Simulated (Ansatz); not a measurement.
in.yaml

```yaml
crystal:
  periodic: [false, false, false]
  atoms:
    - {symbol: Ga, position_ang: [0.000000, -0.022429, 0.000000]}
    - {symbol: H, position_ang: [0.000000, 0.775750, -1.399012]}
    - {symbol: H, position_ang: [0.000000, 0.775750, 1.399012]}
basis:
  gaussian: {orbitals: aug-cc-pVDZ}
total_charge: -1
magnetization: {spin_polarized: false, initial_magnetization: 2}
correlation: {method: ccsdt_q, electrons: outside_noble_gas}
```

```sh
$ ansatz run in.yaml --threads 1 --pin off --events-out ev --progress --plain --max-ram 2393MiB
```

Roughly how long does this take on 1 thread of Arm Neoverse V1, shared host, and how much host memory?

27 s wall and 0.28 GiB.

```
954 factors; integrals over basis functions are off by at most 2.3e-7 eV
mean field evaluation 1: about -52360.4842 eV, gradient 1.4e1 eV
mean field evaluation 2: about -52360.4887 eV, gradient 1.4e1 eV
mean field evaluation 4: about -52363.4989 eV, gradient 1.8e0 eV
mean field evaluation 8: about -52363.5657 eV, gradient 1.4e-2 eV
mean field evaluation 16: about -52362.6305 eV, gradient 1.3e0 eV
mean field evaluation 32: about -52362.7268 eV, gradient 5.3e-1 eV
mean field evaluation 64: about -52363.4645 eV, gradient 1.1e0 eV
mean field evaluation 96: about -52362.6642 eV, gradient 3.2e-1 eV
mean field evaluation 128: about -52362.1628 eV, gradient 2.0e-2 eV
mean field evaluation 160: about -52360.8085 eV, gradient 2.7e-2 eV
...
mean field -52363.56570609 eV, -1924.3255463991 hartree, gradient 2.7e-6 eV, S^2 2.000000; 20 other end points of the search recorded, 0 dependent functions left out
...
determinant -52363.56570609 eV, -1924.3255463991 hartree, with singles and doubles -52366.04405288 eV, -1924.4166239640 hartree
determinant -52362.66291197 eV, -1924.2923693271 hartree, with singles and doubles -52364.86638157 eV, -1924.3733453415 hartree
determinant -52362.56239801 eV, -1924.2886755073 hartree, with singles and doubles -52364.76773878 eV, -1924.3697202859 hartree
determinant -52362.16277815 eV, -1924.2739897481 hartree, with singles and doubles -52364.53860319 eV, -1924.3612997081 hartree
determinant -52361.91008033 eV, -1924.2647032746 hartree, with singles and doubles -52364.26617137 eV, -1924.3512880233 hartree
determinant -52360.80848313 eV, -1924.2242203243 hartree, with singles and doubles -52363.16743315 eV, -1924.3109101387 hartree
determinant -52360.69275203 eV, -1924.2199672849 hartree, with singles and doubles -52363.18561992 eV, -1924.3115784902 hartree
determinant -52360.62903463 eV, -1924.2176257135 hartree, with singles and doubles -52362.97643939 eV, -1924.3038912475 hartree
determinant -52360.56237172 eV, -1924.2151758969 hartree, with singles and doubles -52363.08104860 eV, -1924.3077355649 hartree
determinant -52360.23186851 eV, -1924.2030301279 hartree, with singles and doubles -52362.74477280 eV, -1924.2953776573 hartree
14 core orbitals not correlated: weight in the atoms' cores, before any rotation towards them, 0.999 or more for the frozen orbitals, at most 0.001 for the correlated occupied ones
reference -52363.56570609 eV, -1924.3255463991 hartree; 4, 2 occupied and 36, 38 virtual orbitals, 954 factors
second order -1.88129072 eV of doubles, -0.01630758 eV of singles
...
cycle   5  -2.55644616 eV  change    1.2e-3 eV  update   1.6e-3
cycle   6  -2.55584302 eV  change    6.0e-4 eV  update   7.1e-4
cycle   7  -2.55615655 eV  change   -3.1e-4 eV  update   2.9e-4
cycle   8  -2.55633106 eV  change   -1.7e-4 eV  update   1.2e-4
cycle   9  -2.55629659 eV  change    3.4e-5 eV  update   4.7e-5
cycle  10  -2.55626315 eV  change    3.3e-5 eV  update   1.9e-5
cycle  11  -2.55625945 eV  change    3.7e-6 eV  update   8.8e-6
cycle  12  -2.55626083 eV  change   -1.4e-6 eV  update   4.2e-6
cycle  13  -2.55626413 eV  change   -3.3e-6 eV  update   1.6e-6
cycle  14  -2.55626465 eV  change   -5.1e-7 eV  update   7.5e-7
perturbative correction -0.00135805 eV, -0.0000499073 hartree
Total energy: -52366.12332878 eV, -1924.4195372995 hartree
```
